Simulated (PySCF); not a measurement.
**CH$_{3}$NO: full NMR table**

```yaml
Formula: CH3NO
SMILES: NC=O
InChI: InChI=1S/CH3NO/c2-1-3/h1H,(H2,2,3)
Point_group_of_the_computed_structure: Cs
Degrees_of_unsaturation: 1
Carbon_signals: 1
Proton_signals: 3
```

Bonds (- single, = double, # triple, : aromatic): N1-C2 1.354 Å, C2=O3 1.206 Å. N1 carries H4, H5; C2 carries H6. H4 is cis to the C=O or C=S heteroatom; H5 is trans to the C=O or C=S heteroatom.

PySCF calculation with couplings computed with B3LYP/pcJ-1, shieldings: GIAO CAM-B3LYP/pcSseg-2 and PBE0-D3(BJ)/def2-SVP geometry; isolated molecule, one computed conformer, no relativistic terms.

References, each an isolated molecule treated in the same way: TMS for ¹H (σref 31.34), ¹³C (σref 182.55); ¹⁵N (σref 261.83) vs NH3; ¹⁷O (σref 329.76) against H2O.

| carbon | δC, type | δH (multiplicity, J in Hz) | HMBC from (abs. J ≥ 3 Hz) | span of the C tensor (ppm) |
| --- | --- | --- | --- | --- |
| C2 | 168.5, CH | 8.24 (m) | – | 183 |

Other nuclei:
```tsv
atoms	nucleus	environment	δ (ppm)	σ (ppm)
H4	¹H	hydrogen on an amide-type nitrogen	4.67	26.66
H5	¹H	hydrogen on an amide-type nitrogen	4.64	26.70
N1	¹⁵N	amide-type nitrogen	116.2	145.6
O3	¹⁷O	amide-type carbonyl oxygen	425.7	-96.0
```

Selected couplings (Hz, signed; the shortest-range and largest first, 30 at most; isotopes ¹³C, ¹H, ¹⁵N): ¹J(C2,H6) 193.4, ¹J(N1,C2) -16.0, ²J(N1,H6) -22.7.

- δC 168.5: amide carbonyl carbon; it is a carbonyl in resonance with an O or N lone pair, the region of acids, esters and amides.
- δH 8.24: hydrogen on an amide carbonyl carbon.
- δH 4.67, 4.64: hydrogen on an amide-type nitrogen; exchangeable, gas-phase position.

OH/NH shifts are gas-phase values; hydrogen bonding in solution moves them, usually downfield. The two substituents on the amide-type nitrogen aren't averaged: C–N rotation is slow on the NMR time scale. Amide-type NH protons are broadened by 14N but still split neighbouring CH signals. Multiplet labels drop couplings under 1 Hz and merge nearly equal ones. Shifts are as computed, not scaled to solution data. Of 1211 compounds with measured shifts, 218 miss one by over three times the rms of a fit or turn the order of signals round; such compounds aren't used in these exercises. Hydrogen bonding in solution shields acid and N–H amide carbonyl oxygens by tens of ppm. Hydrogen bonding in solution deshields acid and N–H amide carbonyl carbons by as much as 10 ppm beyond these values. Unscaled 17O shifts of doubly bonded oxygen tend to come out too high, by tens of ppm or more. Experimental scales use liquid or dissolved standards, which lie at an offset from isolated NH3 (liquid NH3: subtract about 20 ppm) and H2O (liquid H2O: subtract about 36 ppm). 3J across rotatable bonds or in flexible rings reflects this conformer alone.
